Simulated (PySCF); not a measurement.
## LiO: energy against distance

Set-up: basis Li 6-31G(d,p), O 6-31G(d,p); no relativity; PySCF 2.14. Energies in eV from Li + O in their ground configurations at the same level. State: ²Π (doublet), unpaired electrons π ↑.

All columns are UHF. A positive dipole means Li(−)O(+).

| R (Å) | E (eV) | μ (D) | Mulliken charge on Li (basis-dependent) | HOMO (eV) | LUMO (eV) | Mayer bond order | ⟨S²⟩ |
| --- | --- | --- | --- | --- | --- | --- | --- |
| 1.463 | -1.029 | -5.86 | 0.66 | -9.92 | 0.24 | 0.63 | 0.76 |
| 1.531 | -1.356 | -6.10 | 0.67 | -9.70 | 0.20 | 0.60 | 0.76 |
| 1.599 | -1.538 | -6.34 | 0.68 | -9.51 | 0.15 | 0.59 | 0.76 |
| 1.650 | -1.604 | -6.53 | 0.68 | -9.37 | 0.12 | 0.59 | 0.76 |
| 1.701 | -1.622 | -6.71 | 0.68 | -9.24 | 0.08 | 0.59 | 0.76 |
| 1.752 | -1.603 | -6.89 | 0.68 | -9.11 | 0.04 | 0.60 | 0.76 |
| 1.820 | -1.535 | -7.14 | 0.68 | -8.96 | -0.01 | 0.61 | 0.76 |
| 1.905 | -1.401 | -7.44 | 0.67 | -8.78 | -0.07 | 0.62 | 0.76 |
| 2.007 | -1.195 | -7.80 | 0.66 | -8.58 | -0.15 | 0.63 | 0.76 |
| 2.143 | -0.882 | -8.26 | 0.65 | -8.35 | -0.26 | 0.64 | 0.77 |

A fit through these points gives, at Re = 1.698 Å, μ = -6.70 D and dμ/dR = -3.60 D/Å; the reduced mass is 4.877 u.

**Question.** How strong is the fundamental in the double-harmonic approximation, I = 42.26·(dμ/dR)²/μred km/mol?

**Answer.** I = 42.26·(-3.60)²/4.877 = 112 km/mol at UHF.

Hartree–Fock leaves out correlation, which carries a large part of most bond energies and some tenths to 1 eV of ionisation energies. The state is the lowest determinant that a PBE0 search found; another state may lie lower at other levels.
